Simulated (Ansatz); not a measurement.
AlSiH₃O (SMILES O=[SiH][AlH2]), singlet: a single point displaced at random from its PBE0-D4/def2-TZVP minimum.

in.yaml

```yaml
crystal:
  periodic: [false, false, false]
  atoms:
    - {symbol: O, position_ang: [0.465551, -2.038828, 0.942090]}
    - {symbol: Si, position_ang: [-0.339784, -1.174565, -0.060025]}
    - {symbol: Al, position_ang: [0.267946, 1.169235, -0.015397]}
    - {symbol: H, position_ang: [-1.382517, -1.825455, -0.884697]}
    - {symbol: H, position_ang: [1.450758, 1.648880, -0.988937]}
    - {symbol: H, position_ang: [-0.470838, 2.157160, 0.994440]}
basis:
  gaussian: {orbitals: def2-TZVPP}
correlation: {method: ccsd_t}
output: {forces: true}
```

An equivalent command:

```bash
ansatz run in.yaml --threads 2 --pin off --events-out ev --progress --plain
```

Output of Ansatz 0.2.0:

```
Functional definition: HF
  name "HF"
  cite "Fock, Z. Phys. 61, 126 (1930) doi:10.1007/BF01340294"
  parent pbe
  exchange = exact_x
  correlation = 0
932 factors; integrals over basis functions are off by at most 8.0e-4 eV
mean field evaluation 1: about -16524.5793 eV, gradient 5.0e1 eV
mean field evaluation 2: about -16524.7315 eV, gradient 5.0e1 eV
mean field evaluation 4: about -16530.2464 eV, gradient 4.0e0 eV
mean field evaluation 8: about -16530.3581 eV, gradient 2.3e-1 eV
mean field evaluation 16: about -16530.3586 eV, gradient 1.7e-6 eV
mean field evaluation 32: about -16506.2062 eV, gradient 8.3e1 eV
mean field -16530.35863373 eV, -607.4794751102 hartree, gradient 1.7e-6 eV, S^2 0.000000; 1 other end points of the search recorded, 0 dependent functions left out
11 core orbitals not correlated: weight in the atoms' cores, before any rotation towards them, 1.000 or more for the frozen orbitals, at most 0.000 for the correlated occupied ones
reference -16530.35863373 eV, -607.4794751102 hartree; 8, 8 occupied and 138, 138 virtual orbitals, 932 factors
second order -11.80704582 eV of doubles, -0.00000000 eV of singles
cycle   1  -11.86495480 eV  change   -5.8e-2 eV  update   1.3e-1
cycle   2  -12.30870409 eV  change   -4.4e-1 eV  update   5.6e-2
cycle   3  -12.49274430 eV  change   -1.8e-1 eV  update   3.0e-2
cycle   4  -12.48210268 eV  change    1.1e-2 eV  update   9.5e-3
cycle   5  -12.47660287 eV  change    5.5e-3 eV  update   5.0e-3
cycle   6  -12.47919815 eV  change   -2.6e-3 eV  update   2.2e-3
cycle   7  -12.47924684 eV  change   -4.9e-5 eV  update   8.4e-4
cycle   8  -12.47884970 eV  change    4.0e-4 eV  update   3.6e-4
cycle   9  -12.47893821 eV  change   -8.9e-5 eV  update   1.3e-4
cycle  10  -12.47905452 eV  change   -1.2e-4 eV  update   5.5e-5
cycle  11  -12.47898546 eV  change    6.9e-5 eV  update   2.9e-5
cycle  12  -12.47897973 eV  change    5.7e-6 eV  update   1.4e-5
cycle  13  -12.47898569 eV  change   -6.0e-6 eV  update   8.0e-6
cycle  14  -12.47898283 eV  change    2.9e-6 eV  update   3.3e-6
perturbative correction -0.53969032 eV, -0.0198332533 hartree
the calculation of the forces begins
Total energy: -16543.37730688 eV, -607.9579025238 hartree
Atom 0 at     0.465551    -2.038828     0.942090 Å, force    -0.094733     0.275355    -0.200903 eV/Å
Atom 1 at    -0.339784    -1.174565    -0.060025 Å, force     0.177701    -0.629223     0.456205 eV/Å
Atom 2 at     0.267946     1.169235    -0.015397 Å, force     0.217378     0.567331    -0.162953 eV/Å
Atom 3 at    -1.382517    -1.825455    -0.884697 Å, force    -0.189345    -0.005255    -0.217415 eV/Å
Atom 4 at     1.450758     1.648880    -0.988937 Å, force    -0.244029    -0.067904     0.254153 eV/Å
Atom 5 at    -0.470838     2.157160     0.994440 Å, force     0.133028    -0.140305    -0.129087 eV/Å
Dipole moment:    -0.333138     0.568227    -0.452447 e Å
```

Hardware: 2 CPU threads, shared host. Wall time 69 s; peak host memory 1.8 GiB.
